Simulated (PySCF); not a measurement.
**Where the electron goes**

Species: C₂H₄ClF.
Z-matrix (Å and degrees, GFN2-xTB geometry), rows numbered from 1:
```
F 
C   1  1.3716
C   2  1.5212  1  109.12
Cl  3  1.7773  2  109.17  1   179.81
H   2  1.0946  1  107.17  3   120.88
H   2  1.0947  1  107.18  3  -120.83
H   3  1.0903  2  110.83  1    60.99
H   3  1.0903  2  110.86  1   -61.34
```

Level of theory: TDDFT wB97X-D/def2-SVPD, vertical, gas phase, core orbitals frozen in the response in PySCF 2.14.0, density-fitted response routines.

Kohn–Sham orbitals with the atoms that hold most of them (Löwdin shares over 4%, at most four atoms; ? is withheld):

```tsv
orbital	ε (eV)	atoms
HOMO-3	-12.59	F1 47%, Cl4 16%, C2 14%, C3 14%
HOMO-2	-12.06	F1 42%, C2 25%, H5 12%, H6 12%
HOMO-1	-10.81	?
HOMO	-10.77	?
LUMO	?	Cl4 49%, C3 20%, C2 10%, F1 7%
LUMO+1	2.55	Cl4 36%, C3 20%, C2 16%, H8 7%
LUMO+2	2.96	Cl4 35%, C2 13%, F1 10%, H5 10%
```

Which atoms hold the HOMO-1, and with what shares?

Cl4 (bonded to C) 73%; C3 (bonded to C, Cl and 2 H) 12%; C2 (bonded to C, F and 2 H) 7%; F1 (bonded to C) 4%. By element: chlorine 73%, carbon 19%, fluorine 4%.

Give the leading atoms of the HOMO.

Cl4 (bonded to C) 77%; C3 (bonded to C, Cl and 2 H) 14%.

What is the LUMO energy, and the HOMO–LUMO gap?

ε(LUMO) = 1.94 eV; the gap is 12.72 eV (0.4673 hartree).

The HOMO–LUMO gap is 12.72 eV. Where does the response calculation put the lowest singlet, and from which orbitals?

S1 is at 7.53 eV (f = 0.0027), 5.18 eV below the gap, made of HOMO→LUMO (86%). 

One configuration dominates each of S1, S2, S3, S4 and S5. Which, and how do the shares of the two leading atoms of either orbital change from the occupied to the empty one?

- S1 (7.53 eV, f 0.0027), HOMO→LUMO (86%): Cl4 77% → 49%, C3 14% → 20%
- S2 (7.58 eV, f 0.0036), HOMO-1→LUMO (87%): Cl4 73% → 49%, C3 12% → 20%
- S3 (8.72 eV, f 0.030), HOMO→LUMO+1 (84%): Cl4 77% → 36%, C3 14% → 20%
- S4 (8.82 eV, f 0.046), HOMO-1→LUMO+1 (86%): Cl4 73% → 36%, C3 12% → 20%
- S5 (9.21 eV, f 0.0033), HOMO-2→LUMO (83%): F1 42% → 7%, C2 25% → 10%, Cl4 at most 11% → 49%, C3 at most 11% → 20%

One conformer stands for the species.
